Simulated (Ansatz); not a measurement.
```yaml
crystal:
  periodic: [false, false, false]
  atoms:
    - {symbol: B, position_ang: [-0.007822, -0.000813, -0.520060]}
    - {symbol: C, position_ang: [0.015749, 0.001691, 1.056493]}
    - {symbol: N, position_ang: [0.033308, 0.003494, 2.220468]}
    - {symbol: H, position_ang: [1.144934, 0.004097, -0.936184]}
    - {symbol: H, position_ang: [-0.597924, 0.999315, -0.911918]}
    - {symbol: H, position_ang: [-0.588254, -1.007794, -0.908800]}
basis:
  gaussian: {orbitals: x2c-TZVPPall, fitting: {mean_field: cc-pVTZ-jkfit}}
magnetization: {spin_polarized: true, initial_magnetization: 1}
hamiltonian: {xc: {name: B3LYP}, dispersion: d4}
scf: {omitted_lower_state_checks: [starts]}
output: {forces: true}
```

```sh
$ ansatz run in.yaml --threads 4 --pin off --events-out ev --progress --plain --max-ram 3916MiB
```

Output, abridged:

```
Functional definition: B3LYP
327 factors; integrals over basis functions are off by at most 7.1e-1 eV
mean field evaluation 1: about -3247.7834 eV, gradient 2.7e1 eV
mean field evaluation 2: about -3244.7442 eV, gradient 3.5e1 eV
mean field evaluation 4: about -3251.2824 eV, gradient 2.2e0 eV
mean field evaluation 8: about -3251.3222 eV, gradient 1.0e-1 eV
mean field evaluation 16: about -3251.3224 eV, gradient 7.3e-4 eV
mean field evaluation 32: about -3251.3290 eV, gradient 7.0e-6 eV
mean field -3251.32904220 eV, -119.4841384708 hartree, gradient 7.0e-6 eV, S^2 0.762728; 0 other end points of the search recorded, 0 dependent functions left out
reference -3251.32926269 eV, -119.4841465738 hartree; 11, 10 occupied and 124, 125 virtual orbitals, 327 factors
Total energy: -3251.43583328 eV, -119.4880629706 hartree
Relativity: scalar
Atom 0 at    -0.007822    -0.000813    -0.520060 Å, force     1.266820    -2.117164     2.062116 eV/Å
Atom 1 at     0.015749     0.001691     1.056493 Å, force    -0.058278     0.027149    -2.679378 eV/Å
Atom 2 at     0.033308     0.003494     2.220468 Å, force     0.006430     0.022432     1.230934 eV/Å
Atom 3 at     1.144934     0.004097    -0.936184 Å, force    -0.169367     0.971930     0.030741 eV/Å
Atom 4 at    -0.597924     0.999315    -0.911918 Å, force    -0.284233     0.469547    -0.685170 eV/Å
Atom 5 at    -0.588254    -1.007794    -0.908800 Å, force    -0.761372     0.626106     0.040756 eV/Å
Dipole moment:    -0.057423     0.088713    -0.358736 e Å
Checks for a lower state left out: starts
```

Hardware: 4 threads of Arm Neoverse V1 on a shared host. Wall time 2.1 s.

DK, ANO-RCC and x2c sets are all-electron and run with scalar relativity unless a key says otherwise. B3LYP takes the VWN-RPA correlation.
